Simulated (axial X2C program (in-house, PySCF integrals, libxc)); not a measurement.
What spin–orbit coupling does to SiH⁺

All values were computed with an in-house all-electron X2C program for linear molecules (integrals from PySCF). Spin-free means the one-electron spin-free X2C Hamiltonian; two-component (2c) means X2C with spin–orbit coupling and atomic mean-field two-electron Coulomb and Gaunt terms, so the difference of the two also holds small scalar two-electron terms. Basis: Si dyall-v3z [8s7p2d1f], H dyall-v3z [6s2p1d] (cores contracted in-house); Gaussian nuclei, density fitting, unrestricted open shells. Masses: Si 27.977 u, H 1.008 u.

Spin-free state: M_S = 0, Λ = 0 (closed shell); fragments Si+ + H.

```tsv
level	Re (Å)	ωe (cm⁻¹)	De (eV)	μ (D)
PBE0	1.523	2119.2	3.207	0.48
HF	1.500	2259.9	2.399	0.56
MP2	1.505	2210.9	3.176	n/a
CCSD	1.511	2156.9	3.326	n/a
CCSD(T)	1.512	2145.8	3.340	n/a
LDA	1.543	2017.5	3.636	0.46
```

Correlated methods: 4 electrons correlated (number of frozen shells: Si 2 s, 1 p; H none), 102 virtual spin orbitals or spinors in MP2, 64 natural virtuals in coupled cluster.

Dipoles are positive if H is the positive end and refer to the centre of mass.

Two-component determinant lowest at the distance of the search:

Ω = 0 (closed shell); fragments Si+ + H.

```csv
level,Re (Å),ωe (cm⁻¹),De (eV),μ (D)
PBE0,1.523,2118.8,3.206,0.48
HF,1.500,2259.6,2.400,0.56
MP2,1.505,2210.6,3.161,n/a
CCSD,1.511,2156.6,3.306,n/a
CCSD(T),1.512,2145.5,3.321,n/a
LDA,1.543,2017.2,3.635,0.46
```

(1) From the two tables, how do the constants change at the CCSD(T) level (2c against spin-free)?

One determinant describes the state; a PBE0 search over occupations chose it and may have missed a lower one. The closed shell is kept restricted, so the energy runs too high when the bond is stretched far. Dissociation energies refer to the lowest single-determinant-based atoms at the same level and basis. Coupled cluster ran in a truncated set of natural virtual spinors; the MP2 energy of the rest was added. (T) has no such correction and the atoms are truncated less, which lowers De at CCSD(T) by a hundredth of an eV or more. In 2c an atomic determinant is not the ground J level, so De misses part of the atomic spin–orbit lowering. This holds for PBE0, LDA. Without a current term, density functionals place determinants with orbital angular momentum somewhat too high.

Answers

(1) At the CCSD(T) level Re is unchanged within 0.001 Å and ωe decreases by 0.3 cm⁻¹; De changes by -0.019 eV.
